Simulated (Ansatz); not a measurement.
The input, for Ansatz 0.2.0:

```yaml
crystal:
  periodic: [false, false, false]
  atoms:
    - {symbol: Cu, position_ang: [0.000000, 0.000000, 0.000000]}
    - {symbol: F, position_ang: [0.000000, 0.000000, 1.764798]}
basis:
  gaussian: {orbitals: def2-SVP, fitting: {mean_field: def2-universal-jkfit}}
correlation: {active_space: {ras: {orbitals: [13, 0, 26], electrons: 26, max_holes: 2, max_particles: 2}, fixed_orbitals: true}}
output: {forces: true}
```

```sh
$ ansatz run in.yaml --threads 1 --pin off --events-out ev --progress --plain --max-ram 2393MiB
```

(1) Roughly how long does this take on 1 thread of Arm Neoverse V2, shared host, and how much host memory?

```
341 factors; integrals over basis functions are off by at most 8.7e-2 eV
mean field evaluation 1: about -47290.6728 eV, gradient 5.3e1 eV
mean field evaluation 2: about -47291.4437 eV, gradient 5.3e1 eV
mean field evaluation 4: about -47294.7817 eV, gradient 1.3e0 eV
mean field evaluation 8: about -47294.7900 eV, gradient 5.0e-7 eV
mean field -47294.79004272 eV, -1738.0514765100 hartree, gradient 5.0e-7 eV, S^2 0.000000; 0 other end points of the search recorded, 0 dependent functions left out
reference -47294.79004272 eV, -1738.0514765100 hartree; 19, 19 occupied and 26, 26 virtual orbitals, 341 factors
state -47308.00463204 eV, -1738.5371037104 hartree
the calculation of the forces begins
Total energy: -47308.00463204 eV, -1738.5371037104 hartree
Atom 0 at     0.000000     0.000000     0.000000 Å, force     0.000000     0.000000    -0.421597 eV/Å
Atom 1 at     0.000000     0.000000     1.764798 Å, force    -0.000000    -0.000000     0.421597 eV/Å
Dipole moment:    -0.000000     0.000000    -1.259897 e Å
```

Natural occupations: 1.9992 1.9980 1.9980 1.9980 1.9907 1.9866 1.9866 1.9862 1.9862 1.9830 1.9812 1.9812 1.9779 0.0212 0.0142 0.0142 0.0108 0.0108 0.0108 0.0104 0.0104 0.0080 0.0030 0.0030.

Forces (eV/Å):
```
Cu   0.000  0.000 -0.422
F    0.000  0.000  0.422
```

Answers

(1) 13 s wall and 0.16 GiB.
